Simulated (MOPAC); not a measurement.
MOPAC input (PM6):

```
PM6 FORCE THERMO(298,298) PRECISE LET CHARGE=-1 GEO-OK AUX(PRECISION=9) THREADS=1
C3H7

C     0.00318592 1    0.12453857 1    0.53312818 1
C    -0.00529251 1    1.28609246 1   -0.32385027 1
C     0.00173351 1   -1.27542100 1   -0.21727919 1
H    -0.88061384 1    0.09686186 1    1.20719721 1
H     0.89581350 1    0.10124507 1    1.19557885 1
H     0.00829401 1   -2.10931623 1    0.47330852 1
H     0.88208023 1    1.68832966 1   -0.70837840 1
H    -0.89959527 1    1.68394052 1   -0.69672196 1
H    -0.88031118 1   -1.32172473 1   -0.85027470 1
H     0.87561927 1   -1.31739276 1   -0.86174432 1
```

Task: Which zero-point energy does it print?

Result: 50.93 kcal/mol, from the harmonic wavenumbers of PM6.
